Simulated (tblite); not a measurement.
Species: C4H9N2 (doublet state).
SMILES with atom numbers: `[H]/[N:4]=[C:3](/[CH2:2][CH2:1])[CH2:5][NH2:6]` (hydrogens: H7, H8 on C1; H9, H10 on C2; H11 on N4; H12, H13 on C5; H14, H15 on N6)
Bond orders are those of one Lewis drawing.

Computed with GFN2-xTB (tblite), gas phase: L-BFGS steps from a force-field or distance-geometry start until the largest atomic force falls under 0.01 eV/Å.

Step 95: E = -513.4399 eV
```
atom  x, y, z in Å  |  force x, y, z in eV/Å
C1      2.0163    0.2763    0.7676   -0.006   0.022  -0.004
C2      1.4254    0.4221   -0.5709   -0.014   0.002  -0.008
C3      0.0782   -0.2830   -0.5094    0.010  -0.005   0.043
N4      0.0150   -1.4769   -0.8950   -0.012  -0.013  -0.010
C5     -1.0563    0.5394    0.0821    0.008   0.015   0.000
N6     -2.3246   -0.1438    0.2270   -0.005   0.041   0.022
H7      2.5455   -0.6204    1.0203   -0.001  -0.023   0.006
H8      1.7411    0.9458    1.5608    0.009   0.001  -0.011
H9      2.0313   -0.0830   -1.3234   -0.011   0.014   0.010
H10     1.2719    1.4693   -0.8392    0.006   0.001   0.016
H11    -0.8916   -1.9308   -0.7908    0.009  -0.023  -0.003
H12    -0.7513    0.9048    1.0669    0.010  -0.006  -0.010
H13    -1.2143    1.4142   -0.5588   -0.014  -0.010  -0.016
H14    -2.2546   -0.9104    0.8874    0.038  -0.021   0.001
H15    -2.6361   -0.5156   -0.6635   -0.026   0.004  -0.036
```

Step 96: E = -513.4404 eV
```
atom  x, y, z in Å  |  force x, y, z in eV/Å
C1      2.0144    0.2666    0.7660    0.006   0.015  -0.003
C2      1.4254    0.4288   -0.5711   -0.024  -0.007  -0.016
C3      0.0802   -0.2799   -0.5088    0.012   0.002   0.036
N4      0.0214   -1.4769   -0.8861   -0.012  -0.011  -0.001
C5     -1.0579    0.5434    0.0750    0.018   0.019   0.005
N6     -2.3225   -0.1448    0.2278   -0.008   0.065   0.025
H7      2.5362   -0.6364    1.0124   -0.003  -0.018  -0.005
H8      1.7389    0.9276    1.5657    0.004   0.015   0.003
H9      2.0294   -0.0691   -1.3300   -0.006   0.018   0.014
H10     1.2700    1.4787   -0.8281    0.011  -0.006   0.018
H11    -0.8835   -1.9325   -0.7764    0.002  -0.029  -0.012
H12    -0.7540    0.9200    1.0561    0.007  -0.009  -0.012
H13    -1.2182    1.4120   -0.5744   -0.023  -0.026  -0.010
H14    -2.2471   -0.9072    0.8918    0.041  -0.028   0.011
H15    -2.6370   -0.5223   -0.6588   -0.026   0.000  -0.052
```

**Question.** Estimate the geometry and energy of step 97. (The exact step hangs on the optimiser's Hessian estimate; all steps are aligned on step 96, rigid shifts and turns removed.)

**Answer.** E = -513.4409 eV, largest force 0.078 eV/Å
```
atom  x, y, z in Å  |  force x, y, z in eV/Å
C1      2.0120    0.2596    0.7648    0.021   0.001   0.004
C2      1.4248    0.4334   -0.5714   -0.024  -0.014  -0.017
C3      0.0820   -0.2787   -0.5075    0.007   0.011   0.016
N4      0.0264   -1.4774   -0.8799   -0.009  -0.013   0.012
C5     -1.0582    0.5461    0.0698    0.021   0.018   0.007
N6     -2.3203   -0.1449    0.2305   -0.006   0.074   0.024
H7      2.5278   -0.6480    1.0085   -0.008  -0.009  -0.020
H8      1.7356    0.9149    1.5681    0.000   0.030   0.020
H9      2.0275   -0.0580   -1.3349    0.003   0.014   0.011
H10     1.2678    1.4850   -0.8192    0.013  -0.005   0.015
H11    -0.8767   -1.9351   -0.7656   -0.007  -0.032  -0.020
H12    -0.7540    0.9321    1.0471    0.004  -0.009  -0.006
H13    -1.2207    1.4088   -0.5871   -0.029  -0.031  -0.006
H14    -2.2372   -0.9086    0.8920    0.038  -0.032   0.018
H15    -2.6412   -0.5212   -0.6541   -0.024  -0.004  -0.058
```

The energy changes by -0.0006 eV. The first-order estimate −F·Δx gives -0.0008 eV and the mean of the old and new forces, exact on a quadratic surface, -0.0006 eV. The step makes an angle of 82° with the force vector and moves no atom by more than 0.015 Å.

What follows is the cost of the whole relaxation. On AMD EPYC, one thread, no GPU, shared host with 64 logical CPUs at a one-minute load of 58, this took 1.5 s.
